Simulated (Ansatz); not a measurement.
System: C$_{5}$H$_{4}$N, charge -1, multiplicity 1. It need not be the lowest isomer of its formula. Whether it binds its extra electron was not tested at this geometry. 
Geometry from a B3LYP-D3(BJ)/def2-TZVP (Ansatz, a program for electronic structure) optimisation:
SMILES: [c-]1cccnc1
```xyz
10

N      0.0166    -0.0300     1.3916
C     -0.0154    -0.0702    -1.3786
C     -0.0032     1.1129     0.7013
C      0.0198    -1.1682     0.6644
C      0.0050    -1.3274    -0.7403
C     -0.0198     1.1441    -0.6870
H     -0.0288    -0.0157    -2.4724
H     -0.0059     2.0363     1.2807
H      0.0364    -2.0603     1.2984
H     -0.0357     2.1022    -1.2064
```
Charge -1, spin multiplicity 1.

Basis-set convergence of Hartree-Fock and CCSD correlation energies (hartree) with Ansatz. Cores are frozen in the correlated levels unless marked. Spin-orbit coupling is left out. No relativistic terms. This anion needs diffuse functions, which these sets lack.

The Hartree-Fock reference is unstable (checked in the largest basis), which strains HF and MP2. 

| basis | functions | E(HF) | E(corr, CCSD) |
|---|---|---|---|
| cc-pVDZ | 104 | -246.05333 | -0.84398 |
| cc-pVTZ | 236 | ___ | ___ |

Fill in the missing entries.


- cc-pVTZ, E(HF): -246.11895
- cc-pVTZ, E(corr, CCSD): -1.00790
